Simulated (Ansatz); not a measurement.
C₃H₅F₃, SMILES `CC(F)(F)CF` at its PBE0-D4/def2-TZVP geometry, where that method's forces vanish. The species carries charge 0 and has multiplicity 1.

```csv
atom,x (Å),y (Å),z (Å)
C1,-0.9221,-0.5722,0.7345
C2,-0.0444,0.5156,0.1797
F3,0.6631,1.0905,1.1919
F4,-0.8209,1.5006,-0.3517
C5,0.9233,0.0300,-0.8796
F6,1.6901,1.0626,-1.3430
H7,-1.5275,-1.0130,-0.0580
H8,-0.3156,-1.3486,1.2016
H9,-1.5822,-0.1377,1.4852
H10,0.3590,-0.3959,-1.7140
H11,1.5775,-0.7320,-0.4467
```

(1) For each bond, give half the difference of the two atoms' forces along it (eV/Å; positive pushes the atoms apart) under PBE-D4, r2SCAN-D4, B3LYP-D4, ωB97M-V in def2-TZVPP. (An estimate is asked.)

## Answers

(1) The calculation gave: 
```
  bond  length (Å)  PBE-D4  r2SCAN-D4  B3LYP-D4  ωB97M-V
 C1–C2       1.504   -0.14      -0.05      0.03     0.04
 C1–H7       1.090    0.09      -0.03     -0.06    -0.07
 C1–H8       1.090    0.09      -0.03     -0.06    -0.07
 C1–H9       1.090    0.11      -0.03     -0.07    -0.08
 C2–F3       1.362    0.59       0.31      0.32     0.18
 C2–F4       1.362    0.59       0.31      0.32     0.18
 C2–C5       1.515   -0.13      -0.10     -0.06    -0.05
 C5–F6       1.367    0.53       0.34      0.39     0.28
C5–H10       1.094    0.06      -0.07     -0.14    -0.13
C5–H11       1.094    0.06      -0.07     -0.14    -0.13
```

B3LYP here is the variant with VWN-RPA as its local correlation; programs differ in this.

Program: Ansatz 0.2.0.
